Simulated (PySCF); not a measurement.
B3LYP has the VWN-RPA correlation part, as in Gaussian. 

# C3H7, SMILES `C[CH]C` (charge 0, multiplicity 2)

The numbers are results of B3LYP-D3(BJ)/def2-TZVP (PySCF), not measurements.

The highest occupied spin orbital comes out as -5.08 eV. The dipole moment is 0.19 D, the total energy comes out as -118.5358 Ha and the cost is around 120 core-seconds (rough).

```xyz
10

C     -1.2936    -0.0912     0.0009
C      0.0494     0.1382     0.5923
C      1.2766    -0.0226    -0.2287
H     -1.3354    -1.0430    -0.5418
H     -2.0807    -0.0961     0.7563
H     -1.5554     0.6864    -0.7348
H      0.1235     0.6094     1.5641
H      1.2741    -0.9752    -0.7713
H      2.1842     0.0217     0.3747
H      1.3600     0.7615    -0.9983
```
Charge 0, spin multiplicity 2.
